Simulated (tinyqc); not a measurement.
Inside a calculation (part 2 of 2). Method: UHF in the sto-3g basis, for BH, spin multiplicity 3. Computed by tinyqc, a small Python program that keeps every step (integrals from PySCF). Command: `OMP_NUM_THREADS=1 python tinyqc.py 24400 24401 out.jsonl` (the two numbers bound the seeds that draw the settings). One thread of a shared host (Intel(R) Xeon(R) Processor @ 2.60GHz), about 0.2 s of CPU time with the checks.

Geometry (angstrom):
```
atom       x       y       z
B     0.0000  0.0000  0.0000
H     0.0000  0.0000  1.6270
```

## Convergence

Stop when the energy changes by less than 1e-08 hartree and every element of the error matrix X^T (F D S - S D F) X (for each spin) is below 3e-05.

Course of the cycle:
```
iteration  E (hartree)     change  largest element of the error matrix
1           -24.122411          -                             2.18e-01
2           -24.669520  -5.47e-01                             1.62e-02
3           -24.670695  -1.18e-03                             8.60e-03
4           -24.671541  -8.46e-04                             7.84e-03
5           -24.672331  -7.90e-04                             6.76e-03
6           -24.673769  -1.44e-03                             2.22e-03
7           -24.673507   2.62e-04                             3.33e-03
8           -24.673800  -2.92e-04                             6.55e-04
9           -24.673810  -9.98e-06                             3.04e-05
10          -24.673810  -2.32e-08                             1.15e-06
11          -24.673810  -3.11e-11                             3.69e-08
```

PySCF UHF in the same basis, after a stability check = -24.673810 hartree

Converged in 11 iterations.

## Populations, bond orders and dipole

D(alpha) after iteration 11, order 1B 1s, 1B 2s, 1B 2px, 1B 2py, 1B 2pz, 2H 1s:
```
[[1.0680, -0.2539, 0.0000, 0.0000, 0.0865, -0.0262],
 [-0.2539, 0.9574, 0.0000, 0.0000, -0.3204, 0.0141],
 [0.0000, 0.0000, 0.9040, 0.2946, 0.0000, 0.0000],
 [0.0000, 0.0000, 0.2946, 0.0960, 0.0000, 0.0000],
 [0.0865, -0.3204, 0.0000, 0.0000, 0.2837, 0.3230],
 [-0.0262, 0.0141, 0.0000, 0.0000, 0.3230, 0.6096]]
```

D(beta) after iteration 11, order 1B 1s, 1B 2s, 1B 2px, 1B 2py, 1B 2pz, 2H 1s:
```
[[1.0300, -0.1161, 0.0000, 0.0000, -0.0604, -0.1043],
 [-0.1161, 0.4552, 0.0000, 0.0000, 0.1986, 0.3201],
 [0.0000, 0.0000, 0.0000, 0.0000, 0.0000, 0.0000],
 [0.0000, 0.0000, 0.0000, 0.0000, 0.0000, 0.0000],
 [-0.0604, 0.1986, 0.0000, 0.0000, 0.0868, 0.1399],
 [-0.1043, 0.3201, 0.0000, 0.0000, 0.1399, 0.2256]]
```

overlap S, order 1B 1s, 1B 2s, 1B 2px, 1B 2py, 1B 2pz, 2H 1s:
```
[[1.0000, 0.2693, 0.0000, 0.0000, 0.0000, 0.0251],
 [0.2693, 1.0000, 0.0000, 0.0000, 0.0000, 0.2790],
 [0.0000, 0.0000, 1.0000, 0.0000, 0.0000, 0.0000],
 [0.0000, 0.0000, 0.0000, 1.0000, 0.0000, 0.0000],
 [0.0000, 0.0000, 0.0000, 0.0000, 1.0000, 0.3274],
 [0.0251, 0.2790, 0.0000, 0.0000, 0.3274, 1.0000]]
```

Mulliken: Z minus the diagonal of D S on the atom; Loewdin: the same with S^(1/2) D S^(1/2); Mayer order: 2 sum_s sum (D(s) S)_ij (D(s) S)_ji over the two atoms.

Charges (e):
```
atom  Mulliken  Loewdin  Mulliken spin
1B      0.0767   0.0723         1.6394
2H     -0.0767  -0.0723         0.3606
```

Mayer bond orders:
```
pair   order
2-1   0.8641
```

dipole moment about the origin, x y z (debye): [0.0000, 0.0000, -0.7033]

<S^2> of the determinant (pure state: 2) = 2.0321
